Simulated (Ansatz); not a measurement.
Ansatz (a program for electronic structure) input (MP2/cc-pVTZ):

Ansatz 0.2 input:
```yaml
crystal:
  periodic: [false, false, false]
  atoms:
    - {symbol: O, position_ang: [-1.05124578, -0.53895713, -0.04517009]}
    - {symbol: C, position_ang: [0.22159526, 0.58565329, 0.00865797]}
    - {symbol: O, position_ang: [1.25638181, 0.13571604, 0.12856953]}
    - {symbol: H, position_ang: [-0.77813459, -1.47076695, -0.15085754]}
    - {symbol: H, position_ang: [-0.30730441, 1.53440276, -0.05254589]}
    - {symbol: H, position_ang: [-1.88522068, -0.35162684, -0.51573992]}
basis:
  gaussian:
    orbitals: cc-pVTZ
total_charge: 1
magnetization: {spin_polarized: false}
correlation: {method: mp2, electrons: outside_noble_gas}
```

Output:

```
Functional definition: HF
integrals: 0.10 GiB planned
787 factors; integrals over basis functions are off by at most 8.9e-4 eV
mean field: 0.30 GiB planned
mean field evaluation 1: about -5139.6729 eV, gradient 6.1e1 eV
mean field evaluation 2: about -5139.6749 eV, gradient 6.1e1 eV
mean field evaluation 4: about -5145.6142 eV, gradient 5.0e0 eV
mean field evaluation 8: about -5145.6821 eV, gradient 6.4e-1 eV
mean field evaluation 16: about -5145.6858 eV, gradient 1.8e-6 eV
mean field -5145.68583326 eV, -189.1004665012 hartree, gradient 1.8e-6 eV, S^2 0.000000; 0 other end points of the search recorded, 0 dependent functions left out
3 core orbitals not correlated
reference -5145.68583326 eV, -189.1004665012 hartree; 9, 9 occupied and 120, 120 virtual orbitals, 787 factors
second order -17.23391795 eV of doubles, -0.00000000 eV of singles
Total energy: -5162.91975121 eV, -189.7338013044 hartree
```
